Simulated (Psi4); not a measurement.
Psi4 input (wB97X-D/6-31G*):

```
memory 1500 MB

molecule {
-1 1
P     0.00056199    0.07657355    0.08927023
H     1.02683735   -0.58960829   -0.66288796
H    -1.03526727   -0.55899489   -0.67616545
symmetry c1
no_reorient
no_com
}

set {
  basis 6-31G*
  reference rks
  scf_type pk
  dft_radial_points 99
  dft_spherical_points 590
  e_convergence 1e-8
  d_convergence 1e-7
  maxiter 150
}

e = energy('wb97x-d')
print_out(f'\nFINAL {e:.10f} DIPOLE {variable("CURRENT DIPOLE")[0]:.6f} {variable("CURRENT DIPOLE")[1]:.6f} {variable("CURRENT DIPOLE")[2]:.6f}\n')
```

From the last part of the output:

```
    One-Electron Energy =                -500.5219381885583516
    Two-Electron Energy =                 164.1342771096283570
    DFT Exchange-Correlation Energy =     -17.4270990522456337
    Empirical Dispersion Energy =          -0.0001408204976021
    VV10 Nonlocal Energy =                  0.0000000000000000
    Total Energy =                       -342.5049168918053510

Computation Completed

Properties will be evaluated at   0.000000,   0.000000,   0.000000 [a0]

Properties computed using the SCF density matrix

 Multipole Moments:

 ------------------------------------------------------------------------------------
     Multipole            Electronic (a.u.)      Nuclear  (a.u.)        Total (a.u.)
 ------------------------------------------------------------------------------------

 L = 1.  Multiply by 2.5417464519 to convert [e a0] to [Debye]
 Dipole X            :         -0.0018643           -0.0000001           -0.0018644
 Dipole Y            :         -0.2540355            0.0000001           -0.2540354
 Dipole Z            :         -0.2961571            0.0000001           -0.2961571
 Magnitude           :                                                    0.3901877

 ------------------------------------------------------------------------------------

FINAL -342.5049168918 DIPOLE -0.001864 -0.254035 -0.296157

*** Psi4 exiting successfully. Buy a developer a beer!
```

The dipole moment of an ion depends on the origin.
